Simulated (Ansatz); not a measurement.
# H₂O ··· NH₃

The pair of H₂O (SMILES O, atoms 1–3) and NH₃ (SMILES N, atoms 4–7), both closed shells, in one local arrangement (a lower one may exist), relaxed at PBE0-D4/def2-TZVP:

```
7
angstrom
O -0.0161 0.3844 -1.8731
H -0.2486 -0.4296 -2.3223
H -0.0131 0.1634 -0.9232
N 0.0507 -0.0415 1.0025
H 0.8885 -0.5023 1.3358
H 0.0803 0.9153 1.3341
H -0.7416 -0.4898 1.4460
```

Computed with Ansatz 0.2.0 (basis: def2-TZVPPD, with def2-QZVPPD for the basis limit); correlated methods freeze the cores. B3LYP uses VWN-RPA correlation. Extrapolation: Hartree–Fock as exp(−7.88 √X), correlation as X^−2.97. Interaction energies count from these two fragments, frozen as in the pair, with the counterpoise correction; negative means bound.

Question: What is the interaction energy by CCSD(T) at an estimated basis limit (MP2 extrapolated from triple and quadruple zeta, plus CCSD(T) − MP2 in triple zeta)? (Judge from chemistry; the value comes from the calculation.)

Answer: The calculation gives: -6.50 kcal/mol. Hartree–Fock alone gives -4.41 kcal/mol at the basis limit. It counts from the two fragments frozen as in the pair.

The same quantity by other methods in triple zeta, and each one's difference from that estimate:
```csv
method,E_int (kcal/mol),difference
PBE-D4,-7.43,-0.93
revPBE-D4,-6.53,-0.03
BLYP-D4,-6.69,-0.19
r2SCAN-D4,-6.98,-0.47
B97M-V,-6.50,0.00
PBE0-D4,-7.26,-0.76
B3LYP-D4,-6.89,-0.39
HSE06-D4,-7.25,-0.74
wB97X-V,-6.64,-0.14
wB97M-V,-6.55,-0.05
B2PLYP,-6.24,0.26
HF,-4.41,2.09
MP2,-6.21,0.30
CCSD,-5.76,0.74
CCSD(T),-6.09,0.42
```
Differences are method less estimate.

Question: Which atoms make the shortest contact between the fragments?

Answer: H3 and N4, 1.94 Å apart.

Basis-set superposition shift (counterpoise-corrected less uncorrected): CCSD(T) 0.53; MP2 0.54; HF 0.08; PBE0-D4 0.12; wB97M-V 0.14 kcal/mol.

The T1 diagnostic stays at or below 0.011.

For scale, one of the runs: CCSD(T)/def2-TZVPPD, 162 basis functions (an equivalent command: `ansatz run in.yaml --threads 2`). The run took 14 s on 2 CPU threads (shared host), with 1.2 GiB of host memory at its peak.
